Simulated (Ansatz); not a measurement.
Process, species as SMILES: [SH] (SH) → [SH-] (an electron is taken up)
B3LYP-D3(BJ)/def2-TZVP geometries, fixed; electronic energies without zero-point terms; positive where energy is released.
Largest species:
```
S
H 1 1.3473
```
Charge 0, spin multiplicity 2.

Basis-set convergence of the adiabatic electron affinity at PBE with Ansatz (a quantum-chemistry and plane-wave program). Cartesian d functions, on some or all atoms, in 6-31+G*; all else is spherical. The program fits the integrals of some runs and decomposes those of others, by size. Open shells are unrestricted. No added dispersion term, no relativity. Functions are those of the species that has most. Reference: the value in aug-cc-pV(5+d)Z, 2.325 eV, itself unsure by roughly 0.003 eV (its mean distance from aug-pcseg-3, aug-cc-pV(Q+d)Z, def2-QZVPPD). Deviations are taken from unrounded values.

```tsv
basis	functions	adiabatic electron affinity (eV)	minus reference (eV)
STO-3G	10	-4.517	-6.842
def2-SV(P)	20	1.227	-1.098
6-31+G*	25	2.315	-0.009
def2-SVPD	35	2.383	0.058
aug-pcseg-1	36	2.367	0.042
def2-TZVP	43	1.940	-0.385
cc-pV(T+d)Z	53	1.941	-0.383
def2-TZVPPD	68	2.331	0.006
cc-pV(Q+d)Z	94	2.107	-0.218
```
